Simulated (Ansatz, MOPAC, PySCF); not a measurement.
## Rock-salt LiF, band gap

Reference value: 15.35 eV (measured, zero-point renormalisation of 1.15 eV added back here (the table's ZPR column); inputs from Chen et al. (2018), doi:10.1103/physrevmaterials.2.073803).

Task: What do AM1 semi-empirical Hartree-Fock (MOPAC), LDA, PBE, rVV10, r²SCAN-D4, HSE06, Hartree–Fock, evGW@PBE, QSGW@PBE give, and how far is each from the reference?

Result: 
```json
[
 {"level (code)": "AM1 semi-empirical Hartree-Fock (MOPAC)", "value (eV)": "17.40", "cell (Å³/atom)": "8.16", "error (eV)": "+2.05"},
 {"level (code)": "LDA (Ansatz)", "value (eV)": "8.85 (direct)", "cell (Å³/atom)": "8.16", "error (eV)": "-6.50"},
 {"level (code)": "PBE (Ansatz)", "value (eV)": "9.10 (direct)", "cell (Å³/atom)": "8.16", "error (eV)": "-6.25"},
 {"level (code)": "rVV10 (Ansatz)", "value (eV)": "8.87 (direct)", "cell (Å³/atom)": "8.19", "error (eV)": "-6.48"},
 {"level (code)": "r²SCAN-D4 (Ansatz)", "value (eV)": "10.40 (direct)", "cell (Å³/atom)": "7.88", "error (eV)": "-4.95"},
 {"level (code)": "HSE06 (Ansatz)", "value (eV)": "11.41 (direct)", "cell (Å³/atom)": "8.16", "error (eV)": "-3.94"},
 {"level (code)": "Hartree–Fock (Ansatz)", "value (eV)": "21.86 (direct)", "cell (Å³/atom)": "8.16", "error (eV)": "+6.51"},
 {"level (code)": "evGW@PBE (PySCF)", "value (eV)": "15.27 ± 0.1", "cell (Å³/atom)": "8.16", "error (eV)": "-0.08"},
 {"level (code)": "QSGW@PBE (PySCF)", "value (eV)": "15.87 ± 0.2", "cell (Å³/atom)": "8.16", "error (eV)": "+0.52"}
]
```

Leaving aside AM1 semi-empirical Hartree-Fock (MOPAC) (doubt noted below): Of the ranked levels evGW@PBE (-0.08 eV) comes nearest. Once the reference is moved by up to 0.10 eV (a margin picked here for doubts on the reference and the settings) and values within 0.03 eV count as equal, the farthest can be Hartree–Fock (+6.51 eV), LDA (-6.50 eV) or rVV10 (-6.48 eV). Within 1 eV: evGW@PBE, QSGW@PBE.

Semilocal Kohn–Sham gaps run low as a rule, and all computed gaps are for a static lattice, while measured ones hold electron–phonon shifts unless said otherwise.  A ± on a computed value is a rough bar: the spread of its extrapolation, a floor set from checks against published values, or a statistical error. AM1 semi-empirical Hartree-Fock (MOPAC): the gap is read on the k mesh or supercell of the run alone and can be too large. AM1 semi-empirical Hartree-Fock (MOPAC): the method was fitted mainly to molecules. AM1 semi-empirical Hartree-Fock (MOPAC): gaps of these semi-empirical methods are Hartree–Fock-like level differences, and their formation enthalpies are fitted 298 K values. Values are at the measured cell; rVV10 at the level's own equilibrium cell; r²SCAN-D4 at the level's own equilibrium cell. Cutoffs and k meshes differ between the levels. Ansatz's density-functional and Hartree–Fock values are scalar-relativistic unless marked +SOC, with PAW data made under PBE.

Differences are worked out from the printed values.

Ansatz is a program for electronic structure.
